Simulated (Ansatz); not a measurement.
What does this script print? It uses Ansatz's Python interface.

`h3osi.py`
```python
"""Stretching a bond of H3OSi, the rest held rigid."""

from dataclasses import dataclass

import ansatz as az
import numpy as np


@dataclass
class RunConfig:
    basis_set: str = "6-31G*"
    functional: str = "R2SCAN0"


cfg = RunConfig()

GEOMETRY = """
O    -1.41661    0.26785    0.69021
Si   -0.06585    0.00784    0.01987
H    -0.12065   -0.24240   -1.44749
H     0.68589   -1.15926    0.57293
H     0.91721    1.12596    0.16448
"""

system = az.Crystal.molecule()
for line in GEOMETRY.strip().splitlines():
    symbol, *xyz = line.split()
    system = system.atom(symbol, [float(v) for v in xyz])

symbols = [site.symbol for site in system.cartesian_sites]
start = np.array([site.position_ang for site in system.cartesian_sites])
axis = (start[4] - start[1]) / np.linalg.norm(start[4] - start[1])
moving = [4]
lengths, energies = [1.316, 1.376, 1.436, 1.496, 1.556, 1.615, 1.675, 1.765], []
for length in lengths:
    xyz = start.copy()
    xyz[moving] += (length - np.linalg.norm(start[4] - start[1])) * axis
    point = az.Crystal.molecule()
    for symbol, place in zip(symbols, xyz):
        point = point.atom(symbol, place.tolist())
    calculation = (
        point.calculation()
        .basis(gaussian=cfg.basis_set)  # the orbital basis, by name
        .functional(cfg.functional)
        .spin("collinear", total=1)  # two spin channels
    )
    data = calculation.run(threads=1).report
    energies.append(data["free_energy_ev"])
    print(f"r = {length:6.3f} A  E = {energies[-1]:.5f} eV  <S^2> = {abs(data['mean_field']['state']['spin_squared']):.3f}")

# quartic fit about the minimum
fit = np.polynomial.Polynomial.fit(lengths, np.array(energies) - min(energies), 4).convert()
roots = [r.real for r in fit.deriv().roots() if abs(r.imag) < 1e-9 and fit.deriv(2)(r.real) > 0]
r_e = min(roots, key=lambda r: abs(r - lengths[int(np.argmin(energies))]))
print(f"minimum of the fit at {r_e:.4f} A, force constant {fit.deriv(2)(r_e):.2f} eV/A^2")
```

```console
$ python h3osi.py
r =  1.316 A  E = -9968.28760 eV  <S^2> = 0.758
r =  1.376 A  E = -9968.50877 eV  <S^2> = 0.758
r =  1.436 A  E = -9968.62286 eV  <S^2> = 0.759
r =  1.496 A  E = -9968.65482 eV  <S^2> = 0.759
r =  1.556 A  E = -9968.62454 eV  <S^2> = 0.761
r =  1.615 A  E = -9968.54952 eV  <S^2> = 0.763
r =  1.675 A  E = -9968.43994 eV  <S^2> = 0.766
r =  1.765 A  E = -9968.23499 eV  <S^2> = 0.773
minimum of the fit at 1.4937 A, force constant 17.51 eV/A^2
```

Total energies depend on the basis set; only differences at equal settings carry meaning. The rest of the molecule is held rigid at a force-field or estimated start geometry, and the basis set is modest; single-reference methods fail as a bond breaks. The species is open-shell (spin multiplicity 2). Hardware and time: 67 s on 1 thread of Arm Neoverse V2, on a shared host, peak memory 0.19 GiB.

(Lines on the test bed's own set-up are left out of the output.)
